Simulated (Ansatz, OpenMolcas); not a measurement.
## C3H5N (propanenitrile): the vertical energy of the triplet above the singlet from total energies

C3H5N has 9 atoms, charge 0, and is taken as a singlet. As SMILES, `CCC#N`. The coordinates come from a PBE0-D4/def2-TZVP relaxation.

Both states at this one shape; open shells run unrestricted unless said. 1 Eh = 27.2114 eV.

| level | program | singlet C3H5N (Eh) | triplet C3H5N (Eh) |
| --- | --- | --- | --- |
| M06-L/def2-SVPD | OpenMolcas | -171.921020 | -171.672997 |
| TPSS/def2-SVPD | OpenMolcas | -171.977871 | -171.731891 |
| CCSD(T)/def2-SVPD, 4 core orbitals frozen | Ansatz | -171.483020 | -171.224401 |

Question: Work out the vertical gap, second state less first, at each level.

Answer: 
1. M06-L/def2-SVPD: -171.672997 − (-171.921020) = 0.248023 Eh = 6.75 eV.
2. TPSS/def2-SVPD: -171.731891 − (-171.977871) = 0.245980 Eh = 6.69 eV.
3. CCSD(T)/def2-SVPD: -171.224401 − (-171.483020) = 0.258619 Eh = 7.04 eV.

No measured value is set beside it here; the levels span 6.69 to 7.04 eV.
